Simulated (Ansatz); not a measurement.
## Worked example: Al–C–OH, quintet against Al–C–OH, triplet

Geometry (PBE0/def2-TZVP stationary point of a triplet), kept for both states (Al–C–OH, triplet: A; Al–C–OH, quintet: A):

```yaml
atoms:
  - { symbol: Al, position_ang: [0.0000, -0.1626, 2.2201] }
  - { symbol: C, position_ang: [0.0000, -0.0757, 0.2890] }
  - { symbol: O, position_ang: [0.0000, -0.2918, -0.9987] }
  - { symbol: H, position_ang: [0.0000, 0.5301, -1.5104] }
```

Basis cc-pVDZ; Ansatz 0.2.0. Correlated methods freeze the noble-gas cores. Prefix R: restricted or restricted open-shell reference; prefix U: unrestricted.

Full CI isn't at hand for all of this; UCCSDT(Q) serves as the reference, and is uncertain by the last step of the cluster series or more.

| level | E(Al–C–OH, triplet) (hartree) | E(Al–C–OH, quintet) (hartree) |
| --- | --- | --- |
| UHF | -355.137558 | -355.062442 |
| UMP2 | -355.454213 | -355.358529 |
| UCCSD(T) | -355.497780 | -355.392100 |
| PBE | -355.971741 | -355.865503 |
| PBE0 | -355.994275 | -355.891089 |
| UCCSDT(Q) | -355.500181 | -355.394054 |

Question: Give the vertical gap, Al–C–OH quintet less Al–C–OH triplet, at each level in eV (1 hartree = 27.2114 eV), and each error against UCCSDT(Q).

Answer: UCCSDT(Q): (-355.394054 − (-355.500181)) × 27.2114 = 2.888 eV (the reference)
PBE0: (-355.891089 − (-355.994275)) × 27.2114 = 2.808 eV, error -0.080 eV
PBE: (-355.865503 − (-355.971741)) × 27.2114 = 2.891 eV, error 0.003 eV
UCCSD(T): (-355.392100 − (-355.497780)) × 27.2114 = 2.876 eV, error -0.012 eV
UMP2: (-355.358529 − (-355.454213)) × 27.2114 = 2.604 eV, error -0.284 eV
UHF: (-355.062442 − (-355.137558)) × 27.2114 = 2.044 eV, error -0.844 eV

Total energies of functionals can't be set beside those of wave-function methods, since they hold the core's correlation and their own absolute errors; only the differences compare.

In so small a basis the reference is far from its limit while semilocal and hybrid functionals are nearer theirs, so the functionals' errors here hold much of the reference's basis and frozen-core error, which can add to them or hide them.

Each level lands on the state that its own search finds. T1 diagnostics of restricted CCSD: 0.029 and 0.028.
